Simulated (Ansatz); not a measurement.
A nudged elastic band was laid between two geometries of ClH3Si + H3N (9 atoms, charge 0, multiplicity 1).

Level of theory: RKS PBE0-D4/def2-SVP (Ansatz 0.2.0).

```
movable images  : 5
climbing image  : yes
spring          : 5.0 eV/Å²
optimiser       : quadratic models (default)
start path      : through a guess of the saddle point
force threshold : 0.03 eV/Å
iteration limit : 60
end points      : relaxed
```

Image 0:

```xyz
9
Properties=species:S:1:pos:R:3
Si 0.269 0.027 0.011
Cl 0.558 0.225 2.069
H 1.673 0.067 -0.516
H -0.435 1.193 -0.585
H -0.282 -1.300 -0.367
N -2.312 -0.049 0.995
H -3.106 -0.218 0.380
H -2.489 0.830 1.479
H -2.326 -0.774 1.711
```

Image 6:

```xyz
9
Properties=species:S:1:pos:R:3
Si -0.449 -0.011 -0.419
Cl -0.271 0.506 3.317
H 0.601 -0.981 -0.006
H 0.029 1.395 -0.323
H -0.844 -0.295 -1.834
N -1.782 -0.179 0.729
H -2.169 -1.114 0.836
H -2.550 0.482 0.627
H -1.015 0.198 2.248
```

**Question.** What changes between the two ends?

**Answer.** Bonds broken: Si1–Cl2, N6–H9. Bonds formed: Si1–N6, Cl2–H9. ClH3Si + H3N becomes ClH + H5NSi.

**Question.** What energy profile does the band end with?

**Answer.** The forces met the threshold. The highest image is number 3 of 0 to 6, 0.66 eV above the first end and 0.32 eV above the last; the last end lies 0.34 eV above the first. A vibrational analysis at the climbing image gives one clearly imaginary mode, 142i cm⁻¹: a first-order saddle point. The orbitals stay closed-shell, which can raise the energy where a bond breaks towards radicals; this wasn't checked here.

| image | path coordinate (Å) | energy (eV) | Si1–Cl2 (Å) | N6–H9 (Å) | Si1–N6 (Å) |
| --- | --- | --- | --- | --- | --- |
| 0 | 0.00 | 0.00 | 2.09 | 1.02 | 2.76 |
| 1 | 1.51 | 0.01 | 2.09 | 1.02 | 2.86 |
| 2 | 3.01 | 0.39 | 2.20 | 1.02 | 2.17 |
| 3 | 4.52 | 0.66 | 2.74 | 1.09 | 1.89 |
| 4 | 4.97 | 0.56 | 3.04 | 1.33 | 1.82 |
| 5 | 5.42 | 0.37 | 3.41 | 1.65 | 1.78 |
| 6 | 5.87 | 0.34 | 3.77 | 1.74 | 1.77 |

**Question.** What is the geometry of the highest image?

**Answer.** 
```xyz
9
Properties=species:S:1:pos:R:3
Si -0.326 0.065 -0.131
Cl 0.239 0.677 2.477
H 0.713 -0.953 0.132
H -0.028 1.505 -0.284
H -0.955 -0.346 -1.444
N -1.861 -0.219 0.929
H -2.186 -1.188 0.935
H -2.647 0.387 0.684
H -1.400 0.072 1.877
```

**Question.** What are the harmonic wavenumbers there?

**Answer.** 142i, 166, 315, 372, 530, 540, 607, 831, 852, 909, 990, 1020, 1208, 1530, 1539, 2136, 2292, 2332, 2451, 3514, 3608 cm⁻¹.

Run time: 4.3 min on 1 thread of Arm Neoverse V2 (shared host), peak memory 0.16 GiB.
